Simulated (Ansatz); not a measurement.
# BCCD(T)/STO-3G run of [SiPH4]− (SMILES [SiH2-]P)

What is the energy change on altering one bond length of [SiPH4]− at BCCD(T)/STO-3G? 

The results are computed with Ansatz 0.2.0.

## 1. The molecule

[SiPH4]−: 6 atoms, total charge -1, spin state singlet. As SMILES, `[SiH2-]P`. The coordinates come from a GFN2-xTB relaxation. This is one conformer, not always the lowest.

Bond lengths: Si1–P2 2.225 Å, Si1–H3 1.503 Å, Si1–H4 1.503 Å, P2–H5 1.375 Å, P2–H6 1.375 Å. Angles: Si1–P2–H5 94.0°, Si1–P2–H6 94.1°, P2–Si1–H3 96.4°, P2–Si1–H4 96.5°, H5–P2–H6 91.3°, H3–Si1–H4 96.7°.

## 2. The energy at BCCD(T)/STO-3G

The input, job.yaml:

```yaml
crystal:
  periodic: [false, false, false]
  atoms:
    - {symbol: Si, position_ang: [0.357650, -1.019850, -0.132620]}
    - {symbol: P, position_ang: [-0.355230, 1.071380, 0.132600]}
    - {symbol: H, position_ang: [-0.387090, -1.600590, 1.036860]}
    - {symbol: H, position_ang: [-0.642080, -1.408110, -1.185860]}
    - {symbol: H, position_ang: [0.407400, 1.565440, -0.899820]}
    - {symbol: H, position_ang: [0.619350, 1.391730, 1.048840]}
basis:
  gaussian: {orbitals: STO-3G}
correlation: {method: bccd_t, frozen_orbitals: {H: 0, P: 5, Si: 5}}
total_charge: -1
accuracy: high
scf: {omitted_lower_state_checks: [cluster_reference, increment]}
```

On the command line:

```bash
$ ansatz run job.yaml --threads 1 --pin off --max-ram 2610MiB --events-out events.jsonl --progress --plain --runs-dir runs
```

The log of the run (excerpt; [...] marks lines left out):

```text
Warning: RAYON_NUM_THREADS=1 ignored (pool sized by the plan → 1); use --threads N
Functional definition: HF
  name "HF"
[...]
393 factors; integrals over basis functions are off by at most 2.7e-9 eV
[...]
mean field -16997.16569540 eV, -624.6343182132 hartree, gradient 3.1e-8 eV, S^2 0.000000; 0 other end points of the search recorded, 0 dependent functions left out
10 core orbitals not correlated: weight in the atoms' cores, before any rotation towards them, 1.000 or more for the frozen orbitals, at most 0.000 for the correlated occupied ones
reference -16997.16569540 eV, -624.6343182132 hartree; 7, 7 occupied and 5, 5 virtual orbitals, 393 factors
second order -1.75799917 eV of doubles, -0.00000000 eV of singles
cycle   1  -2.26676097 eV  change   -5.1e-1 eV  update   6.0e-2
[...]
cycle  19  -2.52995402 eV  change  -2.5e-10 eV  update  1.3e-10
perturbative correction -0.01247177 eV, -0.0004583291 hartree
Total energy: -16999.70812119 eV, -624.7277506376 hartree
Checks for a lower state left out: cluster_reference, increment
```

It took 0.18 s on 1 thread of AMD EPYC 9R14 (Zen 4), shared host.

## 3. The distorted shape, same level

The input, in.yaml:

```yaml
crystal:
  periodic: [false, false, false]
  atoms:
    - {symbol: Si, position_ang: [0.166986, -1.143369, 0.125493]}
    - {symbol: P, position_ang: [-0.545894, 0.947861, 0.390713]}
    - {symbol: H, position_ang: [-0.577754, -1.724109, 1.294973]}
    - {symbol: H, position_ang: [-0.832744, -1.531629, -0.927747]}
    - {symbol: H, position_ang: [0.407400, 1.565440, -0.899820]}
    - {symbol: H, position_ang: [0.428686, 1.268211, 1.306953]}
basis:
  gaussian:
    orbitals: STO-3G
total_charge: -1
correlation:
  method: bccd_t
  frozen_orbitals: {H: 0, P: 5, Si: 5}
accuracy: high
scf:
  omitted_lower_state_checks: [cluster_reference, increment]
```

On the command line:

```bash
$ ansatz run in.yaml --threads 1 --pin off --max-ram 2610MiB --events-out events.jsonl --progress --plain --runs-dir runs
```

The log of the run (excerpt; [...] marks lines left out):

```text
Warning: RAYON_NUM_THREADS=1 ignored (pool sized by the plan → 1); use --threads N
Functional definition: HF
  name "HF"
[...]
393 factors; integrals over basis functions are off by at most 7.6e-9 eV
[...]
mean field -16996.01661626 eV, -624.5920903336 hartree, gradient 3.1e-8 eV, S^2 0.000000; 0 other end points of the search recorded, 0 dependent functions left out
10 core orbitals not correlated: weight in the atoms' cores, before any rotation towards them, 1.000 or more for the frozen orbitals, at most 0.000 for the correlated occupied ones
reference -16996.01661626 eV, -624.5920903336 hartree; 7, 7 occupied and 5, 5 virtual orbitals, 393 factors
second order -2.00208161 eV of doubles, -0.00000000 eV of singles
cycle   1  -2.59796379 eV  change   -6.0e-1 eV  update   7.1e-2
[...]
cycle  20  -2.93530191 eV  change   5.7e-10 eV  update   1.4e-9
perturbative correction -0.01724219 eV, -0.0006336387 hartree
Total energy: -16998.96916035 eV, -624.7005943277 hartree
Checks for a lower state left out: cluster_reference, increment
```

Run time: 0.18 s. Hardware: 1 thread of AMD EPYC 9R14 (Zen 4), shared host.

## 4. Outcome

Level: BCCD(T)/STO-3G, 10 core orbitals frozen.

| quantity | value |
| --- | --- |
| first shape: total energy | -624.72775 Eh |
| first shape: correlation energy (10 core orbitals frozen) | -93.4 mEh |
| first shape: (T) correction | -0.46 mEh |
| distorted shape: total energy | -624.70059 Eh |
| distorted shape: correlation energy (10 core orbitals frozen) | -108.5 mEh |
| distorted shape: (T) correction | -0.63 mEh |
| energy change with the P2–H5 bond stretched from 1.375 to 1.719 Å | 0.739 eV |

What this shows: With the P2–H5 bond stretched from 1.375 to 1.719 Å the energy rises by 0.74 eV (71.3 kJ/mol). The first shape isn't relaxed at this level, so the change isn't measured from a minimum. The minimal basis adds a large error of its own. The triples (first shape) make up 0.5 % of the correlation energy. The triples (distorted shape) make up 0.6 % of the correlation energy.
